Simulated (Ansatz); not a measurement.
Basis-set extrapolation for `BO` (PBE0-D4/def2-TZVP geometry, frozen core, the Gaussian-basis code of Ansatz). Multiplicity 1, RHF reference.

```csv
,cc-pV(T+d)Z,cc-pV(Q+d)Z
HF,-101.368605,-101.376660
MP2 correlation,-0.351683,-0.377825
CCSD(T) correlation,-0.380437,-0.404242
```

Energies in hartree. Use E(X) = E(∞) + A·exp(−5.46·√X) for Hartree–Fock and E(X) = E(∞) + B·X^(−3.05) for correlation, with X = 3 and 4.

What is the CCSD(T) energy at the basis-set limit?

HF limit: -101.376660 + (-0.008055) × 0.30130 = -101.37909. Correlation limit: -0.404242 + (-0.023805) × 0.71189 = -0.42119. Total: -101.80028 hartree, 32.2 kcal/mol below CCSD(T)/cc-pV(T+d)Z.
